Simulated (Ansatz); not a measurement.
# doublet HNO(+): levels of theory in one basis

```xyz
3

H     0.0000    0.1701   -1.0492
N     0.0000   -0.3649   -0.0104
O     0.0000    0.1949    1.0596
```

Basis set: def2-SVP (spherical functions). Correlated methods keep 2 orbitals frozen. Correlation on ROHF uses semicanonical orbitals with singles. Charge 1, multiplicity 2.

Computed with Ansatz (development build ahead of 0.2.0); each method stands on the lowest determinant of its kind that the runs found.

```json
{"method": "ROHF", "E − E(ROHF) (eV)": "0.00", "<S²> of the determinant": "–"}
{"method": "UHF", "E − E(ROHF) (eV)": "-0.47", "<S²> of the determinant": "1.24"}
{"method": "UHF-MP2", "E − E(ROHF) (eV)": "-8.41", "<S²> of the determinant": "1.24"}
{"method": "ROHF-CCSD(T)", "E − E(ROHF) (eV)": "-10.39", "<S²> of the determinant": "–"}
```

Question: What does ROHF-MP2 give on the same scale?

Answer: -9.57 eV.

Question: Is a single determinant a sound starting point here?

Answer: It is doubtful. Unrestricted orbitals lower Hartree–Fock by 0.47 eV and <S²> is 1.24 where a pure state has 0.75, a sign of strong static correlation.

Caution for UHF, UHF-MP2: the unrestricted determinant is spin contaminated.
